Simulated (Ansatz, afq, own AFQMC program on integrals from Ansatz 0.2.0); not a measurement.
**SiN (doublet): AFQMC on the coupled-cluster ladder, cc-pVDZ**

How near does AFQMC come to the top of the ladder for SiN (doublet)?

Program: Ansatz 0.2.0, Gaussian basis, and an in-house AFQMC program (afq) on its integrals; all values are calculated. Level of theory: cc-pVDZ, frozen cores. These are calculated values, not measurements.

Plan: PBE (unrestricted); r2SCAN (unrestricted); PBE0 (unrestricted); B3LYP (unrestricted); wB97M-V (unrestricted); B2PLYP (unrestricted); CCSD(T) on UHF; CCSDT(Q) on UHF; Phaseless AFQMC, single-determinant trial on UHF.

9 further runs of the same task are left out: 9 that didn't finish.

## Step 1: The system

The geometry is a PBE0/def2-TZVP stationary point (not a proven minimum).

2 atoms, charge 0, spin multiplicity 2.

Atoms are counted from 1 here; the program's logs count them from 0.

Bond lengths: Si1–N2 1.564 Å.

## Step 2: PBE (unrestricted)

in.yaml

```yaml
crystal:
  periodic: [false, false, false]
  atoms:
    - {symbol: Si, position_ang: [0.000000, 0.000000, 0.000000]}
    - {symbol: N, position_ang: [0.000000, 0.000000, 1.563809]}
basis:
  gaussian: {orbitals: cc-pVDZ}
magnetization: {spin_polarized: true, initial_magnetization: 1}
hamiltonian: {xc: {name: PBE}}
output: {orbitals: {seedname: orbitals}}
```

Started as:

```
ansatz run in.yaml --threads 1 --pin off --events-out ev --progress --plain --max-ram 1382MiB
```

Log:

```text
Functional definition: PBE
  name "PBE"
  cite "Perdew, Burke & Ernzerhof, Phys. Rev. Lett. 77, 3865 (1996) doi:10.1103/PhysRevLett.77.3865"
  parent pbe
  parameter kappa = 0.804
  parameter beta = 0.06672455060314922
  exchange = pbe_x(kappa = kappa, mu = beta*pi^2/3)
  correlation = pbe_c(beta = beta)
321 factors; integrals over basis functions are off by at most 7.5e-4 eV
mean field evaluation 1: about -9339.4336 eV, gradient 6.0e1 eV
mean field evaluation 2: about -9190.4965 eV, gradient 1.2e2 eV
mean field evaluation 4: about -9355.6045 eV, gradient 2.1e1 eV
mean field evaluation 8: about -9358.3303 eV, gradient 1.7e-1 eV
mean field evaluation 16: about -9358.3283 eV, gradient 6.9e-5 eV
mean field evaluation 32: about -9357.9405 eV, gradient 4.1e0 eV
mean field -9358.32834684 eV, -343.9122234436 hartree, gradient 9.2e-6 eV, S^2 0.760066; 4 other end points of the search recorded, 0 dependent functions left out
reference -9358.32836851 eV, -343.9122242398 hartree; 11, 10 occupied and 21, 22 virtual orbitals, 321 factors
Total energy: -9358.32836851 eV, -343.9122242398 hartree
```

It took 1.4 s on 1 thread of Intel Xeon Platinum 8259CL at 2.50GHz, shared host.

From the report: ⟨S²⟩ of the determinant 0.760 (pure doublet: 0.75).

## Step 3: r2SCAN (unrestricted)

Edit in.yaml of step 2 so:

```diff
@@ -8,3 +8,2 @@
 magnetization: {spin_polarized: true, initial_magnetization: 1}
-hamiltonian: {xc: {name: PBE}}
-output: {orbitals: {seedname: orbitals}}
+hamiltonian: {xc: {name: r2SCAN}}
```

Same command.

Log (excerpt; [...] marks lines left out):

```text
Functional definition: r2SCAN
  name "r2SCAN"
  cite "Furness, Kaplan, Ning, Perdew & Sun, J. Phys. Chem. Lett. 11, 8208 (2020) doi:10.1021/acs.jpclett.0c02405"
  cite "Furness, Kaplan, Ning, Perdew & Sun, J. Phys. Chem. Lett. 11, 9248 (2020) doi:10.1021/acs.jpclett.0c03077"
  parent r2scan
[...]
321 factors; integrals over basis functions are off by at most 7.5e-4 eV
[...]
mean field -9362.35052751 eV, -344.0600358570 hartree, gradient 1.9e-5 eV, S^2 0.781812; 4 other end points of the search recorded, 0 dependent functions left out
reference -9362.35053457 eV, -344.0600361164 hartree; 11, 10 occupied and 21, 22 virtual orbitals, 321 factors
Total energy: -9362.35053457 eV, -344.0600361164 hartree
```

Wall time 2.9 s (1 thread of Intel Xeon Platinum 8259CL at 2.50GHz, shared host).

From the report: ⟨S²⟩ of the determinant 0.782 (pure doublet: 0.75).

## Step 4: PBE0 (unrestricted)

Edit in.yaml of step 3 so:

```diff
@@ -8,2 +8,3 @@
 magnetization: {spin_polarized: true, initial_magnetization: 1}
-hamiltonian: {xc: {name: r2SCAN}}
+hamiltonian: {xc: {name: PBE0}}
+output: {orbitals: {seedname: orbitals}}
```

Same command.

Log (excerpt; [...] marks lines left out):

```text
Functional definition: PBE0
  name "PBE0"
  cite "Adamo & Barone, J. Chem. Phys. 110, 6158 (1999) doi:10.1063/1.478522"
  cite "Perdew, Burke & Ernzerhof, Phys. Rev. Lett. 77, 3865 (1996) doi:10.1103/PhysRevLett.77.3865"
  parent pbe
[...]
321 factors; integrals over basis functions are off by at most 7.5e-4 eV
[...]
mean field -9358.71304755 eV, -343.9263609339 hartree, gradient 1.5e-6 eV, S^2 0.781176; 1 other end points of the search recorded, 0 dependent functions left out
reference -9358.71306344 eV, -343.9263615178 hartree; 11, 10 occupied and 21, 22 virtual orbitals, 321 factors
Total energy: -9358.71306344 eV, -343.9263615178 hartree
```

Wall time 1.5 s (1 thread of Intel Xeon Platinum 8259CL at 2.50GHz, shared host).

From the report: ⟨S²⟩ of the determinant 0.781 (pure doublet: 0.75).

## Step 5: B3LYP (unrestricted)

Edit in.yaml of step 4 so:

```diff
@@ -8,3 +8,2 @@
 magnetization: {spin_polarized: true, initial_magnetization: 1}
-hamiltonian: {xc: {name: PBE0}}
-output: {orbitals: {seedname: orbitals}}
+hamiltonian: {xc: {name: B3LYP}}
```

The command is unchanged.

Log (excerpt; [...] marks lines left out):

```text
Functional definition: B3LYP
  name "B3LYP"
  cite "Stephens, Devlin, Chabalowski & Frisch, J. Phys. Chem. 98, 11623 (1994) doi:10.1021/j100096a001"
  cite "Becke, Phys. Rev. A 38, 3098 (1988) doi:10.1103/PhysRevA.38.3098"
  cite "Lee, Yang & Parr, Phys. Rev. B 37, 785 (1988) doi:10.1103/PhysRevB.37.785"
  cite "Vosko, Wilk & Nusair, Can. J. Phys. 58, 1200 (1980) doi:10.1139/p80-159"
[...]
321 factors; integrals over basis functions are off by at most 7.5e-4 eV
[...]
mean field -9364.37812709 eV, -344.1345487670 hartree, gradient 2.1e-6 eV, S^2 0.771982; 1 other end points of the search recorded, 0 dependent functions left out
reference -9364.37828364 eV, -344.1345545201 hartree; 11, 10 occupied and 21, 22 virtual orbitals, 321 factors
Total energy: -9364.37828364 eV, -344.1345545201 hartree
```

Run time: 1.3 s. Hardware: 1 thread of Intel Xeon Platinum 8259CL at 2.50GHz, shared host.

From the report: ⟨S²⟩ of the determinant 0.772 (pure doublet: 0.75).

## Step 6: wB97M-V (unrestricted)

Edit in.yaml of step 5 so:

```diff
@@ -8,2 +8,3 @@
 magnetization: {spin_polarized: true, initial_magnetization: 1}
-hamiltonian: {xc: {name: B3LYP}}
+hamiltonian: {xc: {name: wB97M-V}}
+output: {orbitals: {seedname: orbitals}}
```

The command is unchanged.

Log (excerpt; [...] marks lines left out):

```text
Functional definition: wB97M-V
  name "wB97M-V"
  cite "Mardirossian & Head-Gordon, J. Chem. Phys. 144, 214110 (2016) doi:10.1063/1.4952647"
  cite "Becke, J. Chem. Phys. 107, 8554 (1997) doi:10.1063/1.475007"
  cite "Vydrov & Van Voorhis, J. Chem. Phys. 133, 244103 (2010) doi:10.1063/1.3521275"
  # Of w^i u^j: cxij and so on, Table III.
[...]
  gx(w, u) = 1 - cx + cx01*u + cx10*w
  gss(w, u) = css00 + css04*u^4 + css10*w + css20*w^2 + css43*w^4*u^3
  gos(w, u) = cos00 + cos10*w + (cos20 + cos21*u)*w^2 + (cos60 + cos61*u)*w^6
[...]
      + integral(e_c_pw_mod_opposite_spin*gos(b97_w_opposite, b97_u_opposite)) + vv10(b, c)
321 factors; integrals over basis functions are off by at most 7.5e-4 eV
93 factors; integrals over basis functions are off by at most 1.2e-5 eV
[...]
mean field -9362.99418507 eV, -344.0836898359 hartree, gradient 1.8e-6 eV, S^2 0.772789; 1 other end points of the search recorded, 0 dependent functions left out
reference -9362.99421080 eV, -344.0836907816 hartree; 11, 10 occupied and 21, 22 virtual orbitals, 321 factors
Total energy: -9362.99421080 eV, -344.0836907816 hartree
```

Run time: 5.5 s. Hardware: 1 thread of Intel Xeon Platinum 8259CL at 2.50GHz, shared host.

From the report: ⟨S²⟩ of the determinant 0.773 (pure doublet: 0.75).

## Step 7: B2PLYP (unrestricted)

Edit in.yaml of step 6 so:

```diff
@@ -8,3 +8,3 @@
 magnetization: {spin_polarized: true, initial_magnetization: 1}
-hamiltonian: {xc: {name: wB97M-V}}
-output: {orbitals: {seedname: orbitals}}
+hamiltonian: {xc: {name: B2PLYP}}
+correlation: {electrons: outside_noble_gas}
```

Same command.

Log (excerpt; [...] marks lines left out):

```text
Functional definition: B2PLYP
  name "B2PLYP"
  cite "Grimme, J. Chem. Phys. 124, 034108 (2006) doi:10.1063/1.2148954"
  cite "Becke, Phys. Rev. A 38, 3098 (1988) doi:10.1103/PhysRevA.38.3098"
  cite "Lee, Yang & Parr, Phys. Rev. B 37, 785 (1988) doi:10.1103/PhysRevB.37.785"
[...]
321 factors; integrals over basis functions are off by at most 7.5e-4 eV
[...]
mean field -9357.03356654 eV, -343.8646411451 hartree, gradient 2.2e-6 eV, S^2 0.816426; 7 other end points of the search recorded, 0 dependent functions left out
6 core orbitals not correlated: weight in the atoms' cores, before any rotation towards them, 1.000 or more for the frozen orbitals, at most 0.000 for the correlated occupied ones
reference -9357.03366422 eV, -343.8646447348 hartree; 5, 4 occupied and 21, 22 virtual orbitals, 321 factors
second order -7.87246549 eV of doubles, -0.00000000 eV of singles
Total energy: -9359.15922990 eV, -343.9427578329 hartree
```

Run time: 6 s. Hardware: 1 thread of Intel Xeon Platinum 8259CL at 2.50GHz, shared host.

From the report: ⟨S²⟩ of the determinant 0.816 (pure doublet: 0.75).

## Step 8: CCSD(T) on UHF

Edit in.yaml of step 7 so:

```diff
@@ -8,3 +8,2 @@
 magnetization: {spin_polarized: true, initial_magnetization: 1}
-hamiltonian: {xc: {name: B2PLYP}}
-correlation: {electrons: outside_noble_gas}
+correlation: {method: ccsd_t, electrons: outside_noble_gas, hamiltonian_folder: ham}
```

Launched as before.

Log (excerpt; [...] marks lines left out):

```text
Functional definition: HF
  name "HF"
  cite "Fock, Z. Phys. 61, 126 (1930) doi:10.1007/BF01340294"
  parent pbe
[...]
321 factors; integrals over basis functions are off by at most 7.5e-4 eV
[...]
mean field -9340.90279246 eV, -343.2718461317 hartree, gradient 5.9e-6 eV, S^2 1.058104; 17 other end points of the search recorded, 0 dependent functions left out
determinant -9340.90279246 eV, -343.2718461317 hartree, with singles and doubles -9347.06097769 eV, -343.4981552645 hartree
determinant -9340.88867215 eV, -343.2713272197 hartree, with singles and doubles -9346.97642962 eV, -343.4950481803 hartree
determinant -9340.84466137 eV, -343.2697098535 hartree, with singles and doubles -9347.30670534 eV, -343.5071855894 hartree
determinant -9340.84090650 eV, -343.2695718646 hartree, with singles and doubles -9347.28530413 eV, -343.5063991094 hartree
[...]
determinant -9340.88867215 eV, -343.2713272197 hartree, with singles and doubles -9346.98166205 eV, -343.4952404685 hartree
determinant -9340.84466137 eV, -343.2697098535 hartree, with singles and doubles -9347.32096271 eV, -343.5077095380 hartree
determinant -9340.84090650 eV, -343.2695718646 hartree, with singles and doubles -9347.31867581 eV, -343.5076254959 hartree
determinant -9339.77405422 eV, -343.2303657662 hartree, with singles and doubles -9347.00247662 eV, -343.4960053900 hartree
6 core orbitals not correlated: weight in the atoms' cores, before any rotation towards them, 1.000 or more for the frozen orbitals, at most 0.000 for the correlated occupied ones
reference -9340.84466137 eV, -343.2697098535 hartree; 5, 4 occupied and 21, 22 virtual orbitals, 321 factors
second order -5.41764196 eV of doubles, -0.00000000 eV of singles
cycle   1  -6.47630045 eV  change    8.9e-7 eV  update   2.1e-6
perturbative correction -0.33300073 eV, -0.0122375511 hartree
Total energy: -9347.65396255 eV, -343.5199470564 hartree
```

Run time: 6 s. Hardware: 1 thread of Intel Xeon Platinum 8259CL at 2.50GHz, shared host.

From the report: ⟨S²⟩ of the determinant 1.198 (pure doublet: 0.75); correlation -6.8093 eV; T1 0.082; largest double amplitude 0.10.

This run also writes the integrals to the folder ham.

## Step 9: CCSDT(Q) on UHF

Edit in.yaml of step 8 so:

```diff
@@ -8,2 +8,2 @@
 magnetization: {spin_polarized: true, initial_magnetization: 1}
-correlation: {method: ccsd_t, electrons: outside_noble_gas, hamiltonian_folder: ham}
+correlation: {method: ccsdt_q, electrons: outside_noble_gas}
```

The command is unchanged.

Log (excerpt; [...] marks lines left out):

```text
Functional definition: HF
  name "HF"
  cite "Fock, Z. Phys. 61, 126 (1930) doi:10.1007/BF01340294"
  parent pbe
[...]
577 factors; integrals over basis functions are off by at most 1.6e-7 eV
[...]
mean field -9340.90287540 eV, -343.2718491795 hartree, gradient 5.8e-6 eV, S^2 1.058107; 17 other end points of the search recorded, 0 dependent functions left out
determinant -9340.90287540 eV, -343.2718491795 hartree, with singles and doubles -9347.06106772 eV, -343.4981585731 hartree
determinant -9340.88875467 eV, -343.2713302524 hartree, with singles and doubles -9346.97652201 eV, -343.4950515756 hartree
determinant -9340.84474334 eV, -343.2697128658 hartree, with singles and doubles -9347.30679053 eV, -343.5071887200 hartree
determinant -9340.84098849 eV, -343.2695748777 hartree, with singles and doubles -9347.28538858 eV, -343.5064022128 hartree
[...]
determinant -9340.84474334 eV, -343.2697128658 hartree, with singles and doubles -9347.32104781 eV, -343.5077126651 hartree
determinant -9340.84098849 eV, -343.2695748777 hartree, with singles and doubles -9347.31875879 eV, -343.5076285452 hartree
determinant -9339.77414408 eV, -343.2303690687 hartree, with singles and doubles -9347.00255985 eV, -343.4960084486 hartree
6 core orbitals not correlated: weight in the atoms' cores, before any rotation towards them, 1.000 or more for the frozen orbitals, at most 0.000 for the correlated occupied ones
reference -9340.84474334 eV, -343.2697128658 hartree; 5, 4 occupied and 21, 22 virtual orbitals, 577 factors
second order -5.41764542 eV of doubles, -0.00000000 eV of singles
cycle   1  -5.70067931 eV  change   -2.8e-1 eV  update   1.3e-1
[...]
cycle  22  -6.89644354 eV  change   -3.6e-7 eV  update   8.2e-7
perturbative correction -0.06424973 eV, -0.0023611341 hartree
Total energy: -9347.80543661 eV, -343.5255136254 hartree
```

Wall time 14 s (1 thread of Intel Xeon Platinum 8259CL at 2.50GHz, shared host).

From the report: ⟨S²⟩ of the determinant 1.198 (pure doublet: 0.75); correlation -6.9607 eV; T1 0.092; largest double amplitude 0.12.

## Step 10: Phaseless AFQMC, single-determinant trial on UHF

It reads the integrals that the CCSD(T) run on this determinant wrote.

Started as:

```
afq ham --method phaseless --trial hf --walkers 140 --populations 1 --least-time 40 --time-step 0.005 --steps-per-block 20 --equilibration-blocks 112 --max-blocks 600 --target-error 0.00108 --factor-cut 1e-05 --start spin_pure --seed 1312 --taylor-order 6
```

Log:

```text
orbitals 26  electrons 5 4  factors 183 of 321
reference energy -343.26970985 Eh
CCSD correlation -0.23799916 Eh in 16 cycles, weight of the determinant in the CISD state 0.7628
energy of the start -343.282116 Eh
 block  time / (1/Eh)  mean weight  energy / Eh
     1     0.100  1.0004  -343.328852
     2     0.200  1.0011  -343.367890
     3     0.300  1.0015  -343.400909
     4     0.400  0.9998  -343.423443
     5     0.500  1.0020  -343.431649
     6     0.600  1.0027  -343.441628
     7     0.700  1.0008  -343.447666
     8     0.800  0.9996  -343.456443
     9     0.900  1.0016  -343.481383
    10     1.000  1.0009  -343.485498
    18     1.800  0.9997  -343.481808
    35     3.500  0.9999  -343.510710
    52     5.200  0.9988  -343.517484
    69     6.900  0.9996  -343.540036
    86     8.600  1.0005  -343.524207
   103    10.300  0.9986  -343.487642
   120    12.000  1.0010  -343.515084
   137    13.700  0.9995  -343.541292
   154    15.400  0.9979  -343.487494
   171    17.100  1.0000  -343.480435
   188    18.800  1.0011  -343.520217
   205    20.500  1.0012  -343.570530
   222    22.200  1.0003  -343.537780
   239    23.900  1.0017  -343.506867
   256    25.600  1.0006  -343.499428
   273    27.300  0.9992  -343.511267
   290    29.000  1.0001  -343.592306
   307    30.700  1.0015  -343.524078
   324    32.400  1.0015  -343.544210
   341    34.100  1.0011  -343.520146
   358    35.800  1.0011  -343.514126
   375    37.500  0.9943  -343.510092
   392    39.200  0.9989  -343.508558
   409    40.900  1.0021  -343.539544
   426    42.600  0.9982  -343.492348
   443    44.300  1.0008  -343.517458
   460    46.000  1.0009  -343.516618
   477    47.700  1.0005  -343.497068
   494    49.400  0.9990  -343.509870
   511    51.100  0.9936  -343.491675
   528    52.800  0.9997  -343.505917
   545    54.500  1.0007  -343.488584
   562    56.200  1.0007  -343.515719
   579    57.900  0.9997  -343.522812
   596    59.600  0.9955  -343.484313
   613    61.300  1.0012  -343.512389
   630    63.000  0.9981  -343.525454
   647    64.700  0.9986  -343.523381
   664    66.400  1.0007  -343.500728
   681    68.100  1.0009  -343.518367
   698    69.800  0.9995  -343.502071
blocks merged  error / Eh  count
     1  0.000884  600
     2  0.001176  300
     4  0.001525  150
     8  0.001883  75
    16  0.002229  37
    32  0.002568  18
    64  0.001845  9
energy -343.514894 +/- 0.002568 Eh
```

Wall time 3.4 min (1 thread of Intel Xeon Platinum 8259CL at 2.50GHz, shared host).

Energy -9347.5165 ± 0.0699 eV. Caveats: constraint bias not in the error; error above the target.

## Step 11: AFQMC on the ladder

On the UHF determinant, counted from CCSDT(Q) (a yardstick, not exact):

```
                                                             level  energy (eV)  from CCSDT(Q) (meV)  statistical error (meV)     time
                                                                HF   -9340.8447              +6960.8                                  
                                                               MP2   -9346.2623              +1543.1                                  
                                                              CCSD   -9347.3210               +484.5                                  
                                                           CCSD(T)   -9347.6540               +151.5                                  
                                                          CCSDT(Q)   -9347.8054                  0.0                                  
Phaseless AFQMC, single-determinant trial, step 0.005, 140 walkers   -9347.5165               +289.0                     69.9  3.4 min
```

The functionals' totals stand on their own zeros and serve differences with other points: PBE -9358.328 eV; r2SCAN -9362.351 eV; PBE0 -9358.713 eV; B3LYP -9364.378 eV; wB97M-V -9362.994 eV; B2PLYP -9359.159 eV.

## Step 12: What came out

| quantity | value |
| --- | --- |
| CCSD(T) on UHF from CCSDT(Q) | +151.5 meV |
| Phaseless AFQMC, single-determinant trial on UHF from CCSDT(Q) | +289.0 ± 69.9 meV |

Error bars are statistical and leave out the constraint, the time step and what remains of the start.
